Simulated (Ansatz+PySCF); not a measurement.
Values are calculated unless marked as measured or tabulated.
Input for Ansatz (development build ahead of 0.2.0):

```yaml
crystal:
  periodic: [false, false, false]
  atoms:
    - { symbol: C, position_ang: [0.0, 0.0, -0.02133] }
    - { symbol: "N", position_ang: [0.0, 0.0, 1.18611] }
    - { symbol: H, position_ang: [0.0, 0.0, -1.16478] }
basis:
  gaussian: { orbitals: cc-pVTZ }
total_charge: 1
magnetization:
  initial_magnetization: 1
hamiltonian:
  xc: hf
correlation:
  method: mp2
  frozen_orbitals: { C: 1, H: 0, "N": 1 }
output:
  forces: true
```

The input is written out in the form of the current development build from the run's settings. Correlation on restricted open-shell orbitals is semicanonical, with singles.

Results

* Converged: yes
* Reference energy: -92.46331 hartree
* Correlation energy: -0.28146 hartree
* Total energy: -92.74476 hartree
* Spin squared of the determinant: 0.750
* Stability test: minimum among restricted orbitals
* Occupied orbitals by symmetry in an Abelian subgroup (alpha; beta): 5 A1 1 B1 1 B2; 5 A1 1 B1

Forces (eV/Å):
```json
{"atom": "C1", "Fx": "0.000", "Fy": "0.000", "Fz": "-2.944"}
{"atom": "N2", "Fx": "0.000", "Fy": "0.000", "Fz": "1.312"}
{"atom": "H3", "Fx": "0.000", "Fy": "0.000", "Fz": "1.632"}
```

Caution: forces differ strongly between restricted and unrestricted references; MP2 on this radical cation hangs on the determinant chosen.
